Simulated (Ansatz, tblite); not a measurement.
# The cluster Li3H−: a ladder of methods and basis sets

How do method and basis change the picture of the cluster Li3H− (doublet)?

Program: Ansatz 0.2.0, Gaussian basis. Level of theory: as each input shows. These are calculated values, not measurements.

Levels to be run: GFN1-xTB, GFN2-xTB, PBE-D4/def2-TZVPD, r2SCAN-D4/def2-TZVPD, r2SCAN0-D4/def2-TZVPD, LC-ωPBE/def2-TZVPD, CAM-B3LYP-D4/def2-TZVPD, revPBE-D4/def2-TZVPD, BLYP-D4/def2-TZVPD, PBE-D4/def2-SVPD, PBE0-D4/def2-SVPD, HF/STO-3G, CCSD(T)/def2-TZVPPD, MP2/def2-TZVPD, RPA/def2-TZVPD.

1 further run of the same task is left out (set aside as unsound or not needed). Runs told in other sessions of the task aren't counted.

### 1 The structure

The doublet was relaxed beforehand with PBE0-D4/def2-TZVPD. At that level it is the lowest of the isomers that a small search found.

4 atoms, charge -1, spin multiplicity 2.

Bond lengths: Li2–Li3 2.674 Å, Li2–H4 1.751 Å, Li3–H4 1.751 Å. Angles: Li3–Li2–H4 40.2°, Li2–Li3–H4 40.2°, Li2–H4–Li3 99.5°.

The ion is computed in the gas phase, without counter-ions or solvent.

PBE0-D4/def2-TZVPD was run before; its log isn't repeated, and its numbers join the tables.

### 2 GFN1-xTB

Tight binding, by tblite at 300 K electronic temperature and without a spin-polarisation term:

```python
tblite.interface.Calculator('GFN1-xTB', numbers, positions, charge=-1, uhf=1).singlepoint()
```

Energy -52.1251 eV; 0.001 s.

### 3 GFN2-xTB

Tight binding, by tblite at 300 K electronic temperature and without a spin-polarisation term:

```python
tblite.interface.Calculator('GFN2-xTB', numbers, positions, charge=-1, uhf=1).singlepoint()
```

Energy -37.3277 eV; 0.002 s.

### 4 PBE-D4/def2-TZVPD

start.molden holds the orbitals of an earlier run on this state, given as this run's starting guess.

Input file in.yaml:

```yaml
crystal:
  periodic: [false, false, false]
  atoms:
    - {symbol: Li, position_ang: [2.183791, -0.554674, -0.730298]}
    - {symbol: Li, position_ang: [-0.694542, 0.491403, -1.110828]}
    - {symbol: Li, position_ang: [-0.066130, -0.298026, 1.364963]}
    - {symbol: H, position_ang: [-1.423118, 0.361297, 0.476163]}
basis:
  gaussian: {orbitals: def2-TZVPD, initial_orbitals: start.molden}
total_charge: -1
magnetization: {spin_polarized: true, initial_magnetization: 1}
hamiltonian: {xc: pbe, dispersion: d4}
scf: {omitted_lower_state_checks: [starts]}
output: {forces: true, orbitals: {seedname: orbitals}}
```

The run is started by

```bash
ansatz run in.yaml --threads 4 --pin off --events-out ev --progress --plain --max-ram 3916MiB
```

The runs that follow: r2SCAN-D4/def2-TZVPD; r2SCAN0-D4/def2-TZVPD; LC-ωPBE/def2-TZVPD; CAM-B3LYP-D4/def2-TZVPD; revPBE-D4/def2-TZVPD; BLYP-D4/def2-TZVPD; PBE-D4/def2-SVPD; PBE0-D4/def2-SVPD; HF/STO-3G; CCSD(T)/def2-TZVPPD; MP2/def2-TZVPD; RPA/def2-TZVPD.

Q: Predict the results of all the runs planned. Wanted: gap in def2-TZVPD, named functionals, smallest and largest; correlation energy, CCSD(T)/def2-TZVPPD; correlation energy, MP2/def2-TZVPD; ⟨S²⟩ in def2-TZVPD, named functionals, smallest and largest; PBE0 total energy, smallest basis above largest.

The runs gave:

| quantity | value |
| --- | --- |
| gap in def2-TZVPD, named functionals, smallest and largest | 0.49 eV (BLYP-D4), 3.56 eV (LC-ωPBE) |
| correlation energy, CCSD(T)/def2-TZVPPD | -4.88 eV |
| correlation energy, MP2/def2-TZVPD | -3.55 eV |
| ⟨S²⟩ in def2-TZVPD, named functionals, smallest and largest | 0.772, 0.916 |
| PBE0 total energy, smallest basis above largest | 0.53 eV (def2-SVPD, def2-TZVPD) |

Orbital gaps of the named functionals in def2-TZVPD span 0.49 eV (BLYP-D4) to 3.56 eV (LC-ωPBE); exact exchange widens it. Over the named functionals in def2-TZVPD spin contamination reaches 0.17 (r2SCAN-D4). PBE-D4, revPBE-D4, BLYP-D4, r2SCAN-D4, PBE0-D4, r2SCAN0-D4, CAM-B3LYP-D4 put the HOMO above zero; others here keep it below zero, so the sign hangs on the functional's self-interaction and doesn't show that the species is unbound. Notes on CCSD(T)/def2-TZVPPD: large T1 diagnostic, spin contamination.
